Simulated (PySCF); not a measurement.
# SiCl₂: structure of the triplet

The task is one start of a wider search on SiCl₂: the triplet, from a linear start. It is relaxed, tested by its Hessian and followed downhill if it is a saddle.

Computed with PySCF 2.14.0. Level: PBE0, basis Si def2-TZVP, Cl def2-TZVP, no relativity, density fitting.

## (1) Starting geometry

3 atoms, charge 0, spin multiplicity 3.

Bond lengths: Si1–Cl2 2.150 Å, Si1–Cl3 2.150 Å. Angles: Cl2–Si1–Cl3 180.0°.

```xyz
3
charge 0 multiplicity 3
Si    0.0000    0.0000    0.0000
Cl    0.0000    0.0000    2.1500
Cl    0.0000    0.0000   -2.1500
```

## (2) Finding the electronic state

The steps below are one call of a driver around PySCF. For each, scf.py gives the equivalent set-up of the SCF; relaxations use the driver's own optimiser. After this first run the driver tries any further starts and a stability analysis.

Contents of scf.py:

```python
from pyscf import gto, scf, dft
mol = gto.M(atom='''
Si     0.000000     0.000000     0.000000
Cl     0.000000     0.000000     2.150000
Cl     0.000000     0.000000    -2.150000''',
    basis={'Si': 'def2-TZVP', 'Cl': 'def2-TZVP'},
    charge=0, spin=2)
mf = dft.UKS(mol, xc='PBE0')
mf.grids.atom_grid = (50, 194)
aux = {'Si': 'def2-universal-JKFIT', 'Cl': 'def2-universal-JKFIT'}
mf = mf.density_fit(auxbasis=aux)
mf.conv_tol = 1e-08
mf.diis_space = 10
mf.max_cycle = 60
mf.init_guess = 'minao'
mf.verbose = 4
mf.kernel()
```

Started as:

```console
OMP_NUM_THREADS=4 python axn.py task.json out
```

Standard output:

```text
init E= -1209.58660387608
[... the frontier-level lines of each cycle are left out ...]
cycle= 1 E= -1209.42186612009  delta_E= 0.165  |g|= 0.252  |ddm|= 1.47
cycle= 2 E= -1209.3677898302  delta_E= 0.0541  |g|= 0.405  |ddm|= 0.736
cycle= 3 E= -1209.46417089012  delta_E= -0.0964  |g|= 0.0285  |ddm|= 0.378
cycle= 4 E= -1209.46452678178  delta_E= -0.000356  |g|= 0.00897  |ddm|= 0.034
cycle= 5 E= -1209.46457714601  delta_E= -5.04e-05  |g|= 0.00383  |ddm|= 0.0144
cycle= 6 E= -1209.46458644501  delta_E= -9.3e-06  |g|= 0.000593  |ddm|= 0.00608
cycle= 7 E= -1209.46458677324  delta_E= -3.28e-07  |g|= 0.000155  |ddm|= 0.000949
cycle= 8 E= -1209.4645868137  delta_E= -4.05e-08  |g|= 3.6e-05  |ddm|= 0.00031
cycle= 9 E= -1209.46458681749  delta_E= -3.79e-09  |g|= 6.15e-06  |ddm|= 0.000112
Extra cycle  E= -1209.46458681757  delta_E= -8.39e-11  |g|= 2.76e-06  |ddm|= 1.29e-05
converged SCF energy = -1209.46458681757  <S^2> = 2.0089116  2S+1 = 3.0059352
```

This step, with its further starts and checks, ran for 9.1 s (4 threads of Arm Neoverse V2, shared host).

The starts that the driver tried:

```tsv
start	energy (Eh)
the minimal-basis guess	-1209.464587
a thermally smeared density	-1209.464587
a smeared PBE density	-1209.464587
```

The test of internal stability and the other starts found no lower solution of this spin.

## (3) Relaxing the triplet from the linear start

The program finds D∞h symmetry in the start, which this walk keeps. Threshold on the gradient: 0.0003 Eh/bohr, with a further test on the energy change.

Changes to scf.py since step 2:

```diff
@@ -15 +14,0 @@
-mf.init_guess = 'minao'
```

Steps of the walk:

```tsv
step	energy (Eh)	change (kJ/mol)	largest symmetric gradient (Eh/bohr)
0	-1209.464587	0.00	0.01039
1	-1209.465376	-2.07	0.00292
2	-1209.465436	-2.23	0.00031
3	-1209.465437	-2.23	0.00001
```

The walk took 5 s.

Positions (Å) and forces (eV/Å) along the way:

```
step 0
Si   0.000   0.000   0.000   0.000   0.000   0.000
Cl   0.000   0.000   2.150   0.000   0.000  -0.534
Cl   0.000   0.000  -2.150   0.000   0.000   0.534
step 1
Si   0.000   0.000   0.000   0.000   0.000   0.000
Cl   0.000   0.000   2.119   0.000   0.000  -0.150
Cl   0.000   0.000  -2.119   0.000   0.000   0.150
step 2
Si   0.000   0.000   0.000   0.000   0.000   0.000
Cl   0.000   0.000   2.107   0.000   0.000   0.016
Cl   0.000   0.000  -2.107   0.000   0.000  -0.016
step 3
Si   0.000   0.000   0.000   0.000   0.000   0.000
Cl   0.000   0.000   2.108   0.000   0.000   0.000
Cl   0.000   0.000  -2.108   0.000   0.000   0.000
```

It settles in D∞h symmetry, 2.2 kJ/mol below the start, after 3 steps: Si–Cl 2.108 Å (×2); Cl–Si–Cl 180.0°.

## (4) Hessian and properties

On the finer grid the gradient is checked again; gradients at displacements of ±0.02 bohr then give force constants and infrared intensities.

Changes to scf.py since step 3:

```diff
@@ -3,3 +3,3 @@
-Si     0.000000     0.000000     0.000000
-Cl     0.000000     0.000000     2.150000
-Cl     0.000000     0.000000    -2.150000''',
+Si    -0.000000     0.000000     0.000000
+Cl    -0.000000     0.000000     2.108138
+Cl     0.000000    -0.000000    -2.108138''',
@@ -9 +9 @@
-mf.grids.atom_grid = (50, 194)
+mf.grids.atom_grid = (75, 302)
@@ -12 +12 @@
-mf.conv_tol = 1e-08
+mf.conv_tol = 1e-10
```

The driver hands on the density of the step before, so the log starts near convergence.

Log of the central SCF (cycles and frontier levels):

```text
init E= -1209.46542529517
[... the frontier-level lines of each cycle are left out ...]
cycle= 1 E= -1209.46542529517  delta_E= 1.59e-12  |g|= 4.47e-06  |ddm|= 6.85e-06
Extra cycle  E= -1209.46542529515  delta_E= 1.66e-11  |g|= 6.7e-06  |ddm|= 1.02e-05
converged SCF energy = -1209.46542529515  <S^2> = 2.008616  2S+1 = 3.0057385
```

The whole step took 20 s.

Geometry: D∞h; Si–Cl 2.108 Å (×2); Cl–Si–Cl 180.0°.

Harmonic modes (main isotopes):

```tsv
ω (cm⁻¹)	IR (km/mol)	μ (u)
242i	0.2	29.67
209	5.6	29.67
331	0.0	34.97
531	268	29.67
```

1 mode is imaginary, the largest at 242i cm⁻¹: a saddle point, not a minimum.

Here the density breaks the symmetry of the frame, and no labels are given; pairs that should be degenerate can split.

Properties at this point:

| Quantity | Value |
| --- | --- |
| Dipole moment | 0.00 D |
| Highest occupied level | -5.48 eV |
| Lowest empty level | -3.96 eV |
| Rotational constants | 0.05424 cm⁻¹ |
| Zero-point energy (real modes) | 6.4 kJ/mol |
| Principal polarisabilities | 36.2, 38.0, 87.7 bohr³ |
| Atomisation energy without zero-point energy | 581 kJ/mol |
| Principal traceless quadrupole moments about the centre of mass | -2.93, -1.29, 4.22 D Å |
| Spin squared ⟨S²⟩ | 2.009 |

Populations by atom (charges in e):

```json
{"atom": "Si1", "Mulliken": "0.30", "Löwdin": "-0.34", "polar tensor": "0.87", "spin (Mulliken)": "1.48", "Mayer order to Si1": "–"}
{"atom": "Cl2,3", "Mulliken": "-0.15", "Löwdin": "0.17", "polar tensor": "-0.44", "spin (Mulliken)": "0.26", "Mayer order to Si1": "1.19"}
```

Outer orbital energies (eV). α occupied: -14.90, -12.39, -10.57, -10.45, -10.06, -9.99, -7.35, -5.48; empty: -3.51, 2.23, 3.53, 4.05. β occupied: -23.30, -23.09, -13.62, -11.58, -10.25, -9.96, -9.92, -9.69; empty: -3.96, -2.32, -1.48, 2.72.

Mulliken populations on Si1: s 5.46, p 7.88, d 0.30, f 0.05.

## (5) Following the imaginary mode

The start is the last point, displaced along its most imaginary mode.

The program finds C2v symmetry in the start, which this walk keeps. Threshold on the gradient: 0.0003 Eh/bohr, with a further test on the energy change.

Changes to scf.py since step 4:

```diff
@@ -3,3 +3,3 @@
-Si    -0.000000     0.000000     0.000000
-Cl    -0.000000     0.000000     2.108138
-Cl     0.000000    -0.000000    -2.108138''',
+Si    -0.072920     0.095303     0.000000
+Cl     0.029170    -0.038124     2.108138
+Cl     0.029170    -0.038124    -2.108138''',
@@ -9 +9 @@
-mf.grids.atom_grid = (75, 302)
+mf.grids.atom_grid = (50, 194)
@@ -12 +12 @@
-mf.conv_tol = 1e-10
+mf.conv_tol = 1e-08
```

The optimiser's trace:

```tsv
step	energy (Eh)	change (kJ/mol)	largest symmetric gradient (Eh/bohr)
0	-1209.467464	0.00	0.00916
1	-1209.472906	-14.29	0.01275
2	-1209.480936	-35.37	0.01805
3	-1209.488648	-55.62	0.02650
4	-1209.493732	-68.97	0.01354
5	-1209.495667	-74.05	0.00294
6	-1209.495721	-74.19	0.00103
7	-1209.495728	-74.21	0.00005
```

The walk took 12 s.

Geometry (Å) and forces (eV/Å) at some steps:

```
step 0
Si  -0.073   0.095   0.000  -0.360   0.471   0.000
Cl   0.029  -0.038   2.108   0.180  -0.236  -0.220
Cl   0.029  -0.038  -2.108   0.180  -0.236   0.220
step 1
Si  -0.144   0.188   0.000  -0.501   0.656   0.000
Cl   0.065  -0.085   2.084   0.251  -0.328  -0.468
Cl   0.065  -0.085  -2.084   0.251  -0.328   0.468
step 4
Si  -0.393   0.513   0.000   0.204  -0.280   0.000
Cl   0.189  -0.247   1.856  -0.102   0.140  -0.696
Cl   0.189  -0.247  -1.856  -0.102   0.140   0.696
step 7
Si  -0.428   0.560   0.000  -0.007  -0.005   0.000
Cl   0.207  -0.270   1.758   0.004   0.002  -0.003
Cl   0.207  -0.270  -1.758   0.004   0.002   0.003
```

After 7 steps and 74.2 kJ/mol it ends at C2v: Si–Cl 2.045 Å (×2); Cl–Si–Cl 118.5°.

## (6) Is it a minimum? Harmonic modes

As before: finer grid, then central differences.

Changes to scf.py since step 5:

```diff
@@ -3,3 +3,3 @@
-Si    -0.072920     0.095303     0.000000
-Cl     0.029170    -0.038124     2.108138
-Cl     0.029170    -0.038124    -2.108138''',
+Si    -0.453636     0.592881     0.000000
+Cl     0.181466    -0.237168     1.757684
+Cl     0.181466    -0.237168    -1.757684''',
@@ -9 +9 @@
-mf.grids.atom_grid = (50, 194)
+mf.grids.atom_grid = (75, 302)
@@ -12 +12 @@
-mf.conv_tol = 1e-08
+mf.conv_tol = 1e-10
```

Log of the central SCF (cycles and frontier levels):

```text
init E= -1209.49572168245
[... the frontier-level lines of each cycle are left out ...]
cycle= 1 E= -1209.49572168245  delta_E= 2.73e-12  |g|= 9.28e-07  |ddm|= 1.67e-06
Extra cycle  E= -1209.49572168245  delta_E= -1.82e-12  |g|= 8.28e-07  |ddm|= 1.48e-06
converged SCF energy = -1209.49572168245  <S^2> = 2.0035437  2S+1 = 3.0023615
```

The whole step ran for 25 s (4 threads of Arm Neoverse V2, shared host).

Geometry: C2v; Si–Cl 2.045 Å (×2); Cl–Si–Cl 118.5°.

Harmonic modes (main isotopes):

| symmetry | ω (cm⁻¹) | IR (km/mol) | μ (u) |
| --- | --- | --- | --- |
| a1 | 159 | 1.6 | 32.72 |
| a1 | 493 | 22.6 | 31.51 |
| b2 | 610 | 136 | 30.09 |

No imaginary mode, so this is a minimum.

Constants and moments:

| Property | Result |
| --- | --- |
| Dipole moment | 0.71 D |
| Highest occupied level | -5.30 eV |
| Lowest empty level | -4.44 eV |
| Rotational constants | 0.7723, 0.07802, 0.07086 cm⁻¹ |
| Zero-point energy | 7.5 kJ/mol |
| Principal polarisabilities | 36.3, 44.9, 67.8 bohr³ |
| Atomisation energy without zero-point energy | 660 kJ/mol |
| Principal traceless quadrupole moments about the centre of mass | -1.94, -0.66, 2.59 D Å |
| Entropy at 298.15 K and 1 bar (electronic part: spin only) | 291.2 J/(mol K) |
| Heat capacity Cp at 298.15 K | 50.7 J/(mol K) |
| Enthalpy at 298.15 K above 0 K | 12.57 kJ/mol |
| Rotational symmetry number | 2 |
| Spin squared ⟨S²⟩ | 2.004 |

Charges (e) and bond orders:

| atom | Mulliken | Löwdin | polar tensor | spin (Mulliken) | Mayer order to Si1 |
| --- | --- | --- | --- | --- | --- |
| Si1 | 0.32 | -0.47 | 0.80 | 1.65 | – |
| Cl2,3 | -0.16 | 0.23 | -0.40 | 0.18 | 1.23 |

Outer orbital energies (eV). α occupied: -14.97, -12.24, -10.88, -10.83, -10.11, -9.86, -8.50, -5.30; empty: -0.60, 0.22, 3.55, 3.97. β occupied: -23.79, -23.31, -13.92, -11.73, -10.52, -10.30, -9.79, -9.74; empty: -4.44, -1.33, 0.29, 1.21.

Mulliken populations on Si1: s 5.29, p 8.04, d 0.31, f 0.05.

## (7) All stationary points

| spin | group | bonds | imaginary modes (cm⁻¹) | ΔE (kJ/mol) | with zero-point energy |
| --- | --- | --- | --- | --- | --- |
| triplet | C2v | Si–Cl 2.045 Å (×2) | none | 0.0 | 0.0 |
| triplet | D∞h (density of lower symmetry) | Si–Cl 2.108 Å (×2) | 242i | 79.5 | – |

## (8) Results

| quantity | value |
| --- | --- |
| minimum | triplet, C2v |
| geometry | Si–Cl 2.045 Å (×2); Cl–Si–Cl 118.5° |
| wavenumbers (cm⁻¹) | 159 (a1), 493 (a1), 610 (b2) |
| dipole moment | 0.71 D |
| highest occupied, lowest empty level (either spin) | -5.30, -4.44 eV |
| polar-tensor charge of Si1 | +0.80 e |
| zero-point energy | 7.5 kJ/mol |
| entropy at 298.15 K | 291.2 J/(mol K) |
| atomisation energy (no zero-point energy) | 660 kJ/mol |
| ⟨S²⟩ | 2.004 |

**Reading.** The linear start (D∞h) ends in a minimum of C2v symmetry, after a stop at a saddle point 79.5 kJ/mol higher, from which it was pushed off along an imaginary mode. The strongest infrared band lies at 610 cm⁻¹ (b2). Most of the spin sits on Si1 (Mulliken spin 1.65, against 2 for the whole molecule). Other starts or spin states, not run here, may lie lower.

The search up to here took 72 s.
